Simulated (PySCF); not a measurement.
**Reading a saddle point**

A first-order saddle point of BSiH₇O, singlet, PBE0-D4/def2-TZVP, with one imaginary mode of 1350i cm⁻¹:

```
10
angstrom
B -0.5192 0.0608 -0.8037
O 0.1396 1.4618 -1.1422
H -0.1223 -0.8280 -1.5050
H -1.6948 0.1713 -0.6071
H 0.3943 0.8427 -0.1030
Si 0.1730 -0.5599 1.1499
H 0.8735 1.3155 -1.7480
H 1.6178 -0.8868 1.3199
H -0.6026 -1.8266 1.1171
H -0.2593 0.2492 2.3221
```

Program: PySCF 2.14 with density fitting (its default auxiliary sets; JK sets also for MP2 and CCSD(T)). Basis: def2-TZVPP and def2-QZVPP. Cores are frozen in the correlated methods. Extrapolation: Hartree–Fock as exp(−7.88 √X), correlation as X^−2.97.

**Question.** Which contacts change along the imaginary mode, and what lies on either side? (A judgement: the text doesn't fix the answer.)

**Answer.** The calculation gives: The step is BH₃O ([BH2][OH]) + SiH₄ → BSiH₅ ([BH2][SiH3]) + H₂O (still joined by a long B–O bond), with the molecules in contact on both sides. Shortening one way: B1–Si6, O2–H5; lengthening the same way: B1–O2, H5–Si6.
| pair | one side (Å) | saddle (Å) | other side (Å) |
| --- | --- | --- | --- |
| B1–Si6 | 3.71 | 2.16 | 2.02 |
| O2–H5 | 3.24 | 1.24 | 0.97 |
| B1–O2 | 1.35 | 1.58 | 1.68 |
| H5–Si6 | 1.49 | 1.89 | 2.92 |

**Question.** Which side is lower, and how far does the saddle lie above each? (Judge from chemistry; the value comes from the calculation.)

**Answer.** By the calculation: The side with B1–O2, H5–Si6 short is lower by 1.028 eV; the saddle lies 2.143 eV above it and 1.115 eV above the other (CCSD(T) at an estimated basis limit (MP2 extrapolated from triple and quadruple zeta, plus CCSD(T) − MP2 in triple zeta); electronic energies).

No T1 diagnostic of these runs exceeds 0.014. The start structure is not quite a true minimum (one mode of 42i cm⁻¹).

Labels in which every atom is bracketed show which atoms are joined, not bond orders.

For scale, one of the runs: CCSD(T)/def2-TZVPP, 202 basis functions, launched by `OMP_NUM_THREADS=4 python run.py`. Time: 7.9 min of wall clock on 4 CPU threads of an Arm Neoverse N1; the host was shared. Peak host memory: 2.3 GiB.
